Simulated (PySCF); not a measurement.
dimethyl sulfide (C2H6S), SMILES CSC.

Geometry optimised at TPSSh-D3(BJ)/def2-TZVP.

Two levels are set side by side: PBE/def2-TZVPD (PySCF) and M06-2X/def2-TZVPD (PySCF). Same geometry, gas phase. Differences are taken from unrounded values.

| quantity | M06-2X | PBE | PBE minus M06-2X |
|---|---|---|---|
| orbital gap (eV) | 8.00 | 4.70 | -3.29 |
| highest occupied level (eV) | -7.48 | -5.07 | 2.40 |
| lowest empty level (eV) | 0.52 | -0.37 | -0.89 |
| dipole moment (D) | 1.61 | 1.58 | -0.04 |
| mean polarisability (bohr³) | 48.9 | 51.3 | 2.3 |

Without exact exchange PBE keeps part of each electron's self-repulsion, which lifts occupied levels and narrows the gap. Loosely held outer electrons make PBE densities more polarisable. Differences between two approximate levels are no errors against the true value.

Rough cost on one machine, each run with all the roots and properties that it gave: M06-2X against PBE about 4 times.
